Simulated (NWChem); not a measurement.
**Correlation energy of NO (-1)**

```
N
O 1 1.2544
```
Charge -1, spin multiplicity 3.

The numbers come from NWChem runs, not from measurements. The geometry was optimised at UPBE0/def2-SVP, a minimum by its harmonic frequencies.

Basis set: def2-SVPD. Each correlation energy counts from its own Hartree-Fock reference.

The correlated methods keep 2 core orbitals frozen. The structure started from a generated list of species. The unpaired electrons of the parent sit in orbitals of symmetry b1 and b2 (C2v labels of the run); other states weren't searched. The anion's geometry comes from a basis without diffuse functions. No SCF solution was tested for a lower state. Open-shell Hartree-Fock references start from PBE0 orbitals. No row is a measurement; the coupled-cluster row has its own basis-set and correlation limits.

Task: One of these methods gave a correlation energy of -326.9 mHa. Which?
A. CCSD[T] on UHF
B. UMP2
C. CCSD on UHF
D. SCS-UMP2

Result: B, UMP2. The others give -310.1 (SCS-UMP2), -339.5 (CCSD on UHF), -353.0 (CCSD[T] on UHF).
